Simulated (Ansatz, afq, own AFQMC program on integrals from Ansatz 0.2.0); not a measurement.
## Where AFQMC and coupled cluster stand for CuCl, singlet

```xyz
2

Cu    0.0000    0.0000    0.0000
Cl    0.0000    0.0000    2.1406
```

Basis def2-TZVP. Noble-gas cores (and the filled d shells of Ga–Kr and In–Xe) are frozen. AFQMC by an in-house program on the Cholesky factors that Ansatz 0.2.0 writes for its CCSD(T) run. The CISD trial takes its coefficients from CCSD amplitudes. Released means that phaseless walkers are propagated on without the constraint, phases kept. Uncertainties: one standard error, sampling alone. The metal's outer-core s and p shells are frozen, which shifts wave-function levels against functionals.

Determinant: RHF, the one that the program's search chose, which needn't be the lowest solution. The geometry is a PBE0/def2-TZVP stationary point of this or a neighbouring charge and spin state.

No full CI on the walks' own integrals is used here; CCSDT(Q) serves as the reference and is uncertain by about the last step of the cluster series.

Cautions: no relativity below Rb; outer-core shells of the metal frozen; the released energies get too noisy after the second time (errors over twice the walk's own, or jumping), so no released level is given (meV from the phaseless value at times in 1/Eh: -13 ± 8 at 0.24, -15 ± 12 at 0.50, -22 ± 22 at 1.00).

The T1 diagnostic is 0.0262 and the weight of the determinant in the CISD state is 0.853. The size of the correlated space is 18 electrons in 68 orbitals.

Reference: CCSDT(Q), correlation energy -15.912 eV.

| level | E − E(reference) (kJ/mol) | share of correlation (%) |
| --- | --- | --- |
| HF | 1535.3 | 0.00 |
| MP2 | -46.9 | 103.05 |
| CCSD | 54.8 | 96.43 |
| CCSD(T) | 1.8 | 99.88 |
| CCSDT | 1.4 | 99.91 |
| ph-AFQMC/CISD | -1.6 ± 0.7 | 100.10 |

A walk keeps the symmetry of its determinant, which the program's search chose and which needn't be the lowest solution, so a lower state of the same spin and another symmetry isn't excluded.
